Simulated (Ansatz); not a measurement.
The parent structure is GaSb in the zinc blende structure (space group F-43m, No. 216).

```
GaSb
1.0
    0.00000     3.06677     3.06677
    3.06677     0.00000     3.06677
    3.06677     3.06677     0.00000
Sb Ga
1 1
Direct
  0.75000   0.75000   0.75000
  0.00000   0.00000   0.00000
```

All numbers come from r2SCAN (Ansatz, a first-principles code), no spin-orbit coupling, earlier PAW set.

One thing is altered: As takes the place of Sb on all its sites, then cell and atoms are relaxed.

Measured lattice parameter a: GaSb 6.0959 Å (room temperature; as listed in I. Vurgaftman, J. R. Meyer, L. R. Ram-Mohan, Journal of Applied Physics (2001)); GaAs 5.64 Å (static lattice; corrected from measurement; as listed in Daniel Mejia-Rodriguez, S. B. Trickey, Phys. Rev. B (2018)).

Task: How well does r2SCAN reproduce the measured shift?

Result: With r2SCAN the lattice parameter a moves by -0.468 Å (6.134 → 5.666) against -0.456 Å measured. The two measured values stand on different bases (one corrected, one not), which blurs small differences.

Whether these cells are dynamically stable was not tested.
